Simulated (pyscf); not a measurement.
Insertion: `[O]=[Ge]` [singlet] + `[ClH]` → `[O]=[GeH][Cl]`

Gas phase, singlet surface, charge 0. Bonds broken: Cl3–H4. Bonds formed: Ge1–Cl3, Ge1–H4. PySCF, gas phase, ωB97X-D3(BJ)/def2-SVP geometries. MP2 and CC: frozen core, UHF for open shells. ΔMP2 is the change of the MP2 total energy from the triple- to the quadruple-zeta basis.

Transition state (Å):

```xyz
4

Ge     0.2887     0.5209    -0.8584
O      1.7465     1.0024    -1.3560
Cl    -0.0915     0.1680     1.5269
H     -0.9885     0.0557    -0.0097
```

One imaginary mode, 1335i cm⁻¹; descent along it reached the two sides named.

| bond | change | reactant side (Å) | saddle | product side |
|---|---|---|---|---|
| Cl3–H4 | breaks | 1.285 | 1.783 | 3.0 |
| Ge1–Cl3 | forms | 3.2 | 2.441 | 2.132 |
| Ge1–H4 | forms | 3.6 | 1.603 | 1.526 |

Electronic energies relative to the separated reactants (eV):

| level | barrier | reaction energy | reverse barrier |
|---|---|---|---|
| ωB97X-D3(BJ)/def2-TZVP | 1.72 | -0.31 | 2.03 |
| PBE/def2-TZVP | 1.29 | -0.14 | 1.43 |
| r²SCAN/def2-TZVP | 1.36 | -0.29 | 1.65 |
| B3LYP-D3(BJ)/def2-TZVP | 1.63 | -0.05 | 1.69 |
| PBE0-D3(BJ)/def2-TZVP | 1.49 | -0.27 | 1.76 |
| M06-2X/def2-TZVP | 1.68 | -0.32 | 1.99 |
| ωB97M-D3(BJ)/def2-TZVP | 1.89 | 0.00 | 1.89 |
| HF/def2-TZVP | 2.49 | -0.11 | 2.60 |
| MP2/def2-QZVPP | 1.80 | -0.05 | 1.85 |
| CCSD/def2-TZVPP | 2.02 | -0.08 | 2.09 |
| CCSD(T)/def2-TZVPP | 1.86 | -0.07 | 1.93 |
| CCSD(T)/def2-TZVPP + ΔMP2(QZVPP) | 1.86 | -0.02 | 1.88 |

With CCSD(T)/def2-TZVPP + ΔMP2(QZVPP) energies and thermal terms (ideal gas, 1 atm, RRHO with modes under 100 cm⁻¹ raised to 100, one conformer, R ln 2 for chiral ones without a mode under 150 cm⁻¹), in eV:

| T (K) | ΔH‡ | ΔG‡ | ΔH | ΔG |
|---|---|---|---|---|
| 298 | 1.80 | 2.16 | 0.00 | +0.37 |
| 600 | 1.79 | 2.53 | 0.00 | +0.75 |
| 900 | 1.80 | 2.89 | +0.03 | +1.12 |
| 1200 | 1.80 | 3.25 | +0.05 | +1.49 |

The same reactants have a lower exit, to HO–Ge:–Cl [singlet] (barrier -0.12 eV at ωB97M-D3(BJ)/def2-TZVP, against +1.89 eV here). O=GeH–Cl lies 2.03 eV over its isomer HO–Ge:–Cl [singlet] (electronic energy, ωB97M-D3(BJ)/def2-TZVP). One saddle was located; it need not be the lowest between these sides. The CCSD(T) − MP2 part came from Ansatz, without density fitting, on the same reference. The frozen core leaves the outer d or s,p core shells of the metals and heavy elements correlated in the MP2 and CC values, and def2-TZVPP describes them poorly, which can shift differences by a few kcal/mol. Elements up to Kr have no core potential and no relativistic terms here.
